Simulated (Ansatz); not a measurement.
Process, species as SMILES: [CH]=CF → 2 C atom + F atom + 2 H atom
B3LYP-D3(BJ)/def2-TZVP geometries, fixed; electronic energies without zero-point terms.
Largest species:
```
C
C 1 1.3001
F 1 1.3501 2 123.21
H 2 1.0733 1 139.33 3 180.00
H 1 1.0877 2 125.07 4 0.00
```
Charge 0, spin multiplicity 2.

Core correlation in the atomisation energy at MP2 with Ansatz (an electronic-structure program), in kcal/mol: frozen core against all electrons. Core-valence sets carry the plain set on hydrogen. An unrestricted Hartree-Fock determinant is markedly spin-contaminated. Open shells are unrestricted.

| basis | functions, most | frozen core |
|---|---|---|
| cc-pVDZ | 52 | 416.10 |
| cc-pCVDZ | 64 | 416.71 |
| cc-pVTZ | 118 | 443.20 |
| cc-pCVTZ | 157 | 443.25 |
| cc-pwCVTZ | 157 | 443.67 |
| cc-pVQZ | 225 | 450.80 |
| cc-pCVQZ | 312 | 450.74 |
| cc-pwCVQZ | 312 | 450.87 |

Problem. How large is the core term in each set?

Solution. The largest core-valence set, cc-pwCVQZ, gives a core term of 1.91 kcal/mol; the valence set cc-pVQZ, which lacks functions for the core, gives 4.13. By row: cc-pVDZ 1.31, cc-pCVDZ 1.09, cc-pVTZ 7.81, cc-pCVTZ 1.61, cc-pwCVTZ 1.78, cc-pVQZ 4.13, cc-pCVQZ 1.84, cc-pwCVQZ 1.91.
